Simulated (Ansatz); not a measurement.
ozone (SMILES O=[O+][O-]) moved off its minimum; all values from Ansatz (a first-principles code), cores frozen in correlated methods.
(charge 0, multiplicity 1)
```xyz
3

O      1.21634    -0.18485     0.07013
O     -0.00716     0.36726     0.18943
O     -1.13041    -0.30138     0.09760
```

**Question.** Give the forces (eV/Å), the total energy and the dipole at CCSD(T)/aug-cc-pVTZ.

**Answer.** 
```
atom      Fx      Fy      Fz
----  ------  ------  ------
O1    -2.568  -0.054   0.043
O2     0.236  -0.012  -0.007
O3     2.332   0.067  -0.036
```
Energy -225.1449 hartree, dipole 0.39 D.

Doubts at one or more of the structures used: other coupled-cluster roots lie near (CCSD(T)/aug-cc-pVTZ); a restricted determinant that unrestricted orbitals would lower (CCSD(T)/aug-cc-pVTZ).
